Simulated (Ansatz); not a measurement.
Basis-set extrapolation for H₇NSi₂, SMILES `[SiH3]N[SiH3]` (PBE0-D4/def2-TZVP geometry, frozen core, Ansatz 0.2.0). Multiplicity 1, RHF reference.

```tsv
	cc-pV(T+d)Z	cc-pV(Q+d)Z
HF	-636.491265	-636.503558
MP2 correlation	-0.471675	-0.505534
CCSD(T) correlation	-0.537772	-0.567893
```

Energies in hartree. Use E(X) = E(∞) + A·exp(−5.46·√X) for Hartree–Fock and E(X) = E(∞) + B·X^(−3.05) for correlation, with X = 3 and 4.

Task: What is the CCSD(T) energy at the basis-set limit?

Result: HF limit: -636.503558 + (-0.012293) × 0.30130 = -636.50726. Correlation limit: -0.567893 + (-0.030121) × 0.71189 = -0.58934. Total: -637.09660 hartree, 42.4 kcal/mol below CCSD(T)/cc-pV(T+d)Z.
